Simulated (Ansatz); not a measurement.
Reaction (SMILES): [SiH4] (SiH4) → [SiH3-] + H+
B3LYP-D3(BJ)/def2-TZVP geometries, fixed; electronic energies without zero-point terms.
Largest species:
```
Si
H 1 1.4803
H 1 1.4803 2 109.47
H 1 1.4803 2 109.47 3 -120.00
H 1 1.4803 2 109.47 4 -120.00
```

Basis-set convergence of the deprotonation energy at CCSD(T) with Ansatz (a first-principles code). Cartesian d functions, on some or all atoms, in 6-31G*, 6-31+G*, 6-311G**, 6-311+G**; all else is spherical. Cores are frozen. No added dispersion term, no relativity. Functions are those of the species that has most. Reference: Hartree-Fock in aug-cc-pV(Q+d)Z plus the correlation part extrapolated as X^-3 from aug-cc-pV(T+d)Z and aug-cc-pV(Q+d)Z, 379.61 kcal/mol, itself unsure by roughly 0.18 kcal/mol (a third of the extrapolation step and of the last Hartree-Fock step). Deviations are taken from unrounded values.

```
basis            functions  deprotonation energy (kcal/mol)
---------------  ---------  -------------------------------
6-31G*                  27                           385.63
6-31+G*                 31                           379.51
def2-SVP                38                           389.13
def2-SVPD               56                           382.89
pcseg-1                 38                           386.50
aug-pcseg-1             63                           380.10
cc-pV(D+d)Z             43                           387.35
aug-cc-pV(D+d)Z         68                           377.70
6-311G**                51                           387.77
6-311+G**               55                           385.30
def2-TZVP               61                           382.10
def2-TZVPD              79                           379.84
pcseg-2                 90                           386.70
aug-pcseg-2            142                           380.86
cc-pV(T+d)Z             95                           383.41
aug-cc-pV(T+d)Z        147                           378.96
def2-TZVPP              98                           382.81
def2-TZVPPD            116                           380.87
cc-pV(Q+d)Z            184                           381.05
aug-cc-pV(Q+d)Z        273                           379.53
def2-QZVPP             190                           380.74
def2-QZVPPD            208                           380.18
pcseg-3                196                           381.09
aug-pcseg-3            285                           379.94
```

What the diffuse functions change, pair by pair:
- 6-31G* to 6-31+G*: 4 more functions, deviation 6.02 to -0.10 kcal/mol
- def2-SVP to def2-SVPD: 18 more functions, deviation 9.53 to 3.29 kcal/mol
- pcseg-1 to aug-pcseg-1: 25 more functions, deviation 6.89 to 0.49 kcal/mol
- cc-pV(D+d)Z to aug-cc-pV(D+d)Z: 25 more functions, deviation 7.74 to -1.90 kcal/mol
- 6-311G** to 6-311+G**: 4 more functions, deviation 8.17 to 5.70 kcal/mol
- def2-TZVP to def2-TZVPD: 18 more functions, deviation 2.50 to 0.23 kcal/mol
- pcseg-2 to aug-pcseg-2: 52 more functions, deviation 7.09 to 1.25 kcal/mol
- cc-pV(T+d)Z to aug-cc-pV(T+d)Z: 52 more functions, deviation 3.80 to -0.65 kcal/mol
- def2-TZVPP to def2-TZVPPD: 18 more functions, deviation 3.20 to 1.26 kcal/mol
- cc-pV(Q+d)Z to aug-cc-pV(Q+d)Z: 89 more functions, deviation 1.44 to -0.08 kcal/mol
- def2-QZVPP to def2-QZVPPD: 18 more functions, deviation 1.13 to 0.57 kcal/mol
- pcseg-3 to aug-pcseg-3: 89 more functions, deviation 1.49 to 0.33 kcal/mol

Leaving out the reference's own pair, they bring the value nearer the reference by more than 0.18 kcal/mol in 11 of 11 pairs.
